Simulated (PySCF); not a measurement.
**TDDFT excited states: [C2H2FO]+**

Compound: C2H2FO (charge +1).
SMILES: `[O+]#CCF`

Computed, not measured: TDDFT PBE0/def2-SVPD, vertical, gas phase, core orbitals frozen in the response in PySCF. Isolated species at its PBE0-D3(BJ)/def2-SVP geometry, gas phase.

```
state  E (eV)  λ (nm)       f  |μ| (D)  symmetry  main configurations (H = HOMO, L = LUMO)
   S1    6.23   199.1  0.0002     0.09         –                                H→L (100%)
   S2    7.10   174.6  0.0048     0.42        A′                               H-1→L (99%)
   S3    7.31   169.6   0.055     1.41        A′                               H→L+1 (98%)
   S4    7.89   157.2  0.0060     0.45        A″                             H-1→L+1 (99%)
   S5    9.17   135.2  0.0006     0.13         –                  H-2→L (82%), H-5→L (10%)
   S6    9.75   127.2   0.010     0.52        A′                H-3→L (49%), H-2→L+1 (39%)
   S7    9.92   125.0  0.0021     0.24        A″              H-3→L+1 (79%), H-4→L+1 (12%)
   S8   10.24   121.1  0.0076     0.44        A″                               H→L+2 (98%)
   S9   10.95   113.2  0.0032     0.28        A″                  H-5→L (87%), H-2→L (10%)
  S10   10.99   112.8  0.0087     0.46        A′    H-1→L+2 (66%), H-4→L (12%), H-3→L (9%)
```

Triplets, Tamm–Dancoff:

| state | E (eV) | λ (nm) | main configurations (H = HOMO, L = LUMO) |
| --- | --- | --- | --- |
| T1 | 5.97 | 207.8 | H→L (98%) |
| T2 | 6.50 | 190.7 | H-1→L (94%) |
| T3 | 6.62 | 187.2 | H→L+1 (91%) |
| T4 | 7.34 | 168.9 | H-1→L+1 (97%) |

The lowest singlet lies at 6.23 eV (199 nm, vacuum ultraviolet) and is dark (f under 0.0005); its leading configuration is HOMO→LUMO (100%). The strongest level in the table is S3 at 7.31 eV (170 nm, f = 0.055). Löwdin shares by element: HOMO fluorine 57%, carbon 20% or more, hydrogen 17%; LUMO carbon 56%, oxygen 34%, fluorine 7%. Of the 10 states listed, 2 reach f = 0.01 and 1 stays under 0.0005. The oscillator strengths of these states sum to 0.099; summed over the whole spectrum of an exact calculation they would give the number of electrons, 30 (Thomas–Reiche–Kuhn). Orbital energies (eV): HOMO-3 -21.31, HOMO-2 -21.16, HOMO-1 -18.30, HOMO -17.49, LUMO -9.52, LUMO+1 -8.94, LUMO+2 -5.62. No computed singlet lies in the visible range (380 to 750 nm); the lowest, at 199 nm, stands 2.96 eV above its violet end (3.26 eV). The vertical ionisation energy (ΔSCF) is 20.48 eV, 9.48 eV above S10. Symmetry labels in Cs follow from the direction of the transition dipole and are given only for states with f of 0.002 or more. Only the lowest 10 singlets were computed, as vertical energies without vibronic structure.
